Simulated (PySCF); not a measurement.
An unknown gives this computed stick spectrum. Computed with TDDFT CAM-B3LYP/aug-cc-pVTZ, vertical, gas phase, core orbitals frozen in the response in PySCF 2.14.0, density-fitted response routines. Geometries: PBE0-D3(BJ)/def2-TZVP, one conformer each.

```
state  E (eV)       f
   S1    5.13   0.020
   S2    5.78   0.017
   S3    6.11   0.041
   S4    6.18  0.0045
   S5    6.33  0.0040
   S6    6.89  0.0089
   S7    6.91  0.0036
   S8    7.29   0.052
   S9    7.34  0.0056
  S10    7.42   0.012
```

Question: Which candidate is it? All have the formula C5H6.
A. `C#CC1CC1`
B. `C1=C[C@H]2C[C@@H]12`
C. `C#C/C=C/C`

Answer: B. Its S1, at 5.13 eV, is the lowest among the candidates; the nearest of the others has S1 at 5.59 eV. S1 is HOMO→LUMO+4 (87%). Löwdin shares by element: HOMO carbon 78% or more (atoms not listed hold the other 22%); LUMO hydrogen 68% or more (atoms not listed hold the other 31%). At the same level the other candidates give, for their lowest levels:
- `C#C/C=C/C`: 5.59 eV (f 0.346); 5.62 eV (f 0.000); 5.92 eV (f 0.000); 6.18 eV (f 0.002); 6.58 eV (f 0.008); T1 3.48 eV; HOMO -8.07, LUMO 0.27 eV
- `C#CC1CC1`: 6.09 eV (f 0.002); 6.53 eV (f 0.014); 6.56 eV (f 0.035); 6.72 eV (f 0.000); 7.02 eV (f 0.005); T1 5.30 eV; HOMO -8.53, LUMO 0.29 eV
Triplets come from the Tamm–Dancoff approximation.
